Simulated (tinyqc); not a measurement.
Worked calculation: MP2 on RHF in the sto-6g basis, frozen core, for LiH, spin multiplicity 1. One step of it, computed by the program tinyqc.

Question. Second-order Moller-Plesset energy. E2 = sum_ijab (ia|jb) [2 (ia|jb) - (ib|ja)] / (e_i + e_j - e_a - e_b) over occupied i, j and virtual a, b; the opposite-spin part is (ia|jb)^2 / denominator, the rest is same-spin, and SCS-MP2 scales them by 6/5 and 1/3.

orbital energies (hartree): MO1 -2.384507, MO2 -0.296963, MO3 0.079725, MO4 0.162485, MO5 0.162485, MO6 0.582522

Two-electron integrals over orbitals (pq|rs), unique and non-zero (hartree); the lowest 1 orbital is frozen and left out:
```
(22|22) 0.499694    (32|22) -0.044926   (32|32) 0.011092    (33|22) 0.226984
(33|32) 0.005551    (33|33) 0.340763    (42|42) 0.023828    (43|42) 0.018939
(43|43) 0.041386    (44|22) 0.276883    (44|32) 0.004377    (44|33) 0.282804
(44|44) 0.313125    (52|52) 0.023828    (53|52) 0.018939    (53|53) 0.041386
(54|54) 0.016875    (55|22) 0.276883    (55|32) 0.004377    (55|33) 0.282804
(55|44) 0.279374    (55|55) 0.313125    (62|22) 0.135774    (62|32) -0.032098
(62|33) -0.009334   (62|44) -0.009213   (62|55) -0.009213   (62|62) 0.123958
(63|22) -0.049630   (63|32) 0.007273    (63|33) 0.035548    (63|44) 0.000537
(63|55) 0.000537    (63|62) -0.029483   (63|63) 0.025109    (64|42) -0.019540
(64|43) -0.014219   (64|64) 0.019709    (65|52) -0.019540   (65|53) -0.014219
(65|65) 0.019709    (66|22) 0.460896    (66|32) -0.040122   (66|33) 0.241728
(66|44) 0.270288    (66|55) 0.270288    (66|62) 0.143246    (66|63) -0.042169
(66|66) 0.458750
```

Hartree-Fock energy = -7.95309521 hartree

Give: Terms; Pair energies; MP2 correlation energy; SCS-MP2 correlation energy; MP2 total energy.

Answer.

Terms:
```
i  j  a  b  (ia|jb)  (ib|ja)  denominator       term
2  2  6  6   0.1240   0.1240      -1.7590    -0.0087
2  2  6  3  -0.0321  -0.0321      -1.2562    -0.0008
2  2  3  6  -0.0321  -0.0321      -1.2562    -0.0008
2  2  5  5   0.0238   0.0238      -0.9189    -0.0006
2  2  4  4   0.0238   0.0238      -0.9189    -0.0006
2  2  3  3   0.0111   0.0111      -0.7534  -1.63e-04
```

Pair energies (hartree; pair i-j sums ij and ji):
```
pair  opposite spin  same spin
2-2         -0.0118          0
```

MP2 correlation energy = -0.011775 hartree

SCS-MP2 correlation energy = -0.014130 hartree

MP2 total energy = -7.964870 hartree
